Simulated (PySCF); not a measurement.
Isomers of C5H3N, one GFN2-xTB conformer each. Single-point energies are computed at PBE0/pcSseg-1 (PySCF, gas phase, no added dispersion term), electronic only.

**Question.** Rank them by PBE0/pcSseg-1 energy, lowest first (kcal/mol).
A. (Z)-pent-2-en-4-ynenitrile (`C#C/C=C\C#N`)
B. t-cyanovinylacetylene (`C#C/C=C/C#N`)
C. vinylcyanoacetylene, `C(C=C)#CC#N`

**Answer.** C (0.0), B (2.3), A (2.8).

Neighbours under 2.5 kcal/mol apart (C=CC#CC#N and C#C/C=C/C#N; C#C/C=C/C#N and C#C/C=C\C#N) can change places with a better method, another conformer or zero-point energy. C#C/C=C/C#N and C#C/C=C\C#N are stereoisomers, 0.5 kcal/mol apart in the conformers taken. GFN2-xTB itself gives, in the same order: 0.0, 1.6, 2.1. Both levels put the same isomer lowest; measured from each level's own lowest isomer, the values differ by up to 0.7 kcal/mol (C#C/C=C/C#N: 1.6 against 2.3).

**Question.** Which frontier levels, dipoles and rotational constants go with these structures?

**Answer.** 
```
     SMILES  HOMO (eV, PBE0/pcSseg-1)  LUMO (eV)  dipole (D)      A, B, C (MHz)
  C=CC#CC#N                     -7.88      -2.31        5.13  39395, 1401, 1353
C#C/C=C/C#N                     -7.83      -2.46        4.11  46316, 1502, 1455
C#C/C=C\C#N                     -7.79      -2.37        3.70   7227, 2736, 1984
```

**Question.** As an exercise, what shares would exp(−E/RT) give at 1000 K from these electronic energies alone (no entropy, no degeneracies)?

**Answer.** RT = 1.987 kcal/mol: C=CC#CC#N 64.0 %, C#C/C=C/C#N 20.6 %, C#C/C=C\C#N 15.4 %.
